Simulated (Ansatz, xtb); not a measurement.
**Isomers of C4H3NO in order of energy**

3 gas-phase structures of C4H3NO, from a drawn sample of its isomers (lower ones may exist). Each was relaxed with GFN2-xTB; where two conformers were screened, the lower at r2SCAN-D4/def2-SVP//GFN2-xTB is listed:

A. `C=C(C#N)C=O`, a singlet
B. `N#C/C=C/C=O`, a singlet
C. `N#C/C=C\C=O`, a singlet

Q: Estimate their order in r2SCAN-D4/def2-SVP//GFN2-xTB energy at these geometries, lowest first.

A: Calculated order at r2SCAN-D4/def2-SVP//GFN2-xTB: B (0.0), C (3.1), A (6.8) kJ/mol. Less than 1 kcal/mol parts B and C; C and A, so the order within those pairs means little.

Energies above the lowest of each column, in kJ/mol; the last columns are at r2SCAN-D4/def2-SVP geometries:

```
structure  GFN2-xTB  HF/STO-3G  r2SCAN-D4/def2-SVP//GFN2-xTB  r2SCAN-D4/def2-SVP  CCSD(T)/def2-SVP + ΔMP2/def2-TZVPP
        B       0.0        0.0                           0.0                 0.0                                 0.0
        C       0.6        1.7                           3.1                 3.1                                 1.9
        A       5.9        0.8                           6.8                 6.3                                 3.6
```

Every level run on B puts it lowest or level with the lowest. Flexible structures stand in one conformer each, not always the lowest. ΔMP2 is the change of the MP2 energy from the smaller to the larger basis.

Programs: Ansatz 0.2.0, xtb 6.7.1.
